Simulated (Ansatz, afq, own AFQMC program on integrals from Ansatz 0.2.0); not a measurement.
# AlSi, quartet: AFQMC among the cluster methods

```yaml
atoms:
  - { symbol: Si, position_ang: [0.0000, 0.0000, 0.0000] }
  - { symbol: Al, position_ang: [0.0000, 0.0000, 1.9080] }
```

Basis cc-pVDZ. Noble-gas cores (and the filled d shells of Ga–Kr and In–Xe) are frozen. Integrals, coupled cluster, full CI and functionals: Ansatz 0.2.0; the random walks run on the same integrals in our own AFQMC program. ph-AFQMC/CISD is guided by a CISD state made of CCSD amplitudes; releasing the constraint for a short imaginary time cuts its bias at the price of noise, slowly where states lie close. Error bars are statistical, one sigma.

Determinant: UHF, the one that the program's search chose, which needn't be the lowest solution. The geometry is a point of a scan.

Full CI on the same integrals is exact in this basis and with this determinant's frozen core.

Cautions: lower spins were not checked; the released energies are still falling, so no released level is given (meV from the phaseless value at times in 1/Eh: -4.7 ± 2.0 at 0.24, -7.7 ± 2.0 at 0.51, -8.7 ± 1.7 at 0.99, -11.3 ± 1.4 at 1.62, -14.3 ± 1.8 at 2.40).

The T1 diagnostic is 0.0321 and the weight of the determinant in the CISD state is 0.868. The ⟨S²⟩ of the determinant is 3.759. The size of the correlated space is 7 electrons in 26 orbitals.

Reference: full CI, correlation energy -3.682 eV.

| level | E − E(reference) (mEh) | share of correlation (%) |
| --- | --- | --- |
| HF | 135.30 | 0.00 |
| MP2 | 35.16 | 74.01 |
| CCSD | 7.70 | 94.31 |
| CCSD(T) | 1.83 | 98.65 |
| CCSDT | 0.48 | 99.64 |
| CCSDT(Q) | 0.06 | 99.96 |
| CCSDTQ | 0.02 | 99.98 |
| ph-AFQMC/CISD | 0.77 ± 0.14 | 99.43 |

CCSDT and higher add their correlation energy to the determinant of the CCSD(T) run, since their own runs factorise the integrals more tightly (a shift of under 2 meV). A walk keeps the symmetry of its determinant, which the program's search chose and which needn't be the lowest solution, so a lower state of the same spin and another symmetry isn't excluded.
